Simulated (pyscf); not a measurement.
`[NH2][SiH]([NH2])[NH2]` + `[OH2]` -> `[NH3]` + `[NH2][SiH]([NH2])[OH]` (four-centre exchange; singlet surface; N–Si, H–O broken, H–N, O–Si formed). Optimised with ωB97X-D3(BJ)/def2-SVP in PySCF. Rate constants from transition-state theory, ωB97M-D3(BJ)/def2-TZVP energies (ideal gas, 1 atm, RRHO with modes under 100 cm⁻¹ raised to 100, one conformer, R ln 2 for chiral ones without a mode under 150 cm⁻¹; no tunnelling), k in cm³ molecule⁻¹ s⁻¹.

```csv
T (K),1000/T,log10 k
298,3.354,-29.09
600,1.667,-21.60
900,1.111,?
1200,0.833,-17.54
```

Task: Fit an Arrhenius line to the three values, give the activation energy, and predict k at 900 K.

Result: Least squares gives log10 k = -13.84 − 4.56 × 1000/T, so Ea = 4.56 × ln 10 × 1.987 = 20.9 kcal/mol, against an electronic barrier of 19.5. At 900 K the line gives -18.91; the computed value is -18.96 (ΔG‡ = 54.9 kcal/mol), close to the line. On the reactant side the descent ends in a complex, 6.1 kcal/mol under the separated species and 25.6 kcal/mol under the saddle at ωB97X-D3(BJ)/def2-TZVP. On the product side the descent ends in a complex (not fully relaxed), 5.4 kcal/mol under the separated species and 36.8 kcal/mol under the saddle at ωB97X-D3(BJ)/def2-TZVP. This is the saddle that the search found; another between the same sides may lie lower.
